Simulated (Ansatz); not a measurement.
Relaxation of Cl₂H₂Si (5 atoms, charge 0, multiplicity 1), to a largest force component of 0.03 eV/Å in at most 50 steps.

Level of theory: RKS PBE0-D4/def2-SVP (Ansatz).

```xyz
5
Properties=species:S:1:pos:R:3
Si -0.776 0.008 0.195
H 1.401 -0.053 1.723
Cl 2.466 0.089 0.931
H -0.740 1.043 -0.938
Cl -1.114 -1.634 -1.037
```

Q: Where does it end, and by what steps?

A: The forces met the threshold. The force dipped under the threshold on the way, but the program's further checks kept it going. After 14 steps the energy has fallen by 0.171 eV; Cl3 moved furthest, 0.73 Å.

```
step  energy less start (eV)  largest force component (eV/Å)  accepted
   0                  0.0000                           1.010       yes
   1                 -0.0329                           0.711       yes
   2                 -0.0078                           1.661        no
   3                 -0.0625                           0.552       yes
   4                 -0.0967                           0.346       yes
   5                 -0.1260                           0.367       yes
   6                 -0.1373                           0.269       yes
   7                 -0.1216                           1.495        no
   8                 -0.1570                           0.092       yes
   9                 -0.1673                           0.056       yes
  10                 -0.1474                           0.894        no
  11                 -0.1703                           0.025       yes
  12                 -0.1691                           0.239        no
  13                 -0.1706                           0.079       yes
  14                 -0.1708                           0.008       yes
```

```xyz
5
Properties=species:S:1:pos:R:3
Si -0.928 0.148 0.181
H 1.728 -0.303 1.870
Cl 1.786 0.237 0.701
H -0.474 1.039 -0.983
Cl -0.876 -1.668 -0.894
```

Run time: 25 s on 1 thread of Arm Neoverse V2 (shared host), peak memory 0.12 GiB.
